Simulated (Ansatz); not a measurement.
Basis-set extrapolation for C$_{3}$H$_{7}$NO$_{2}$, SMILES `CC(N)=C(O)O` (PBE0-D4/def2-TZVP geometry, frozen core, the Gaussian-basis code of Ansatz). Multiplicity 1, RHF reference.

|  | def2-TZVPP | def2-QZVPP |
| --- | --- | --- |
| HF | -321.962602 | -321.977675 |
| MP2 correlation | -1.186106 | -1.272356 |
| CCSD(T) correlation | -1.265790 | not run |

Energies in hartree. Use E(X) = E(∞) + A·exp(−7.88·√X) for Hartree–Fock and E(X) = E(∞) + B·X^(−2.97) for correlation, with X = 3 and 4, and add CCSD(T) minus MP2 of the smaller set to the MP2 limit.

Problem. What is the CCSD(T) energy at the basis-set limit?

Solution. HF limit: -321.977675 + (-0.015073) × 0.13774 = -321.97975. MP2 limit: -1.272356 + (-0.086250) × 0.74074 = -1.33624. Higher-order term: -1.265790 − (-1.186106) = -0.07968. Total: -323.39567 hartree, 4.55 eV below CCSD(T)/def2-TZVPP.
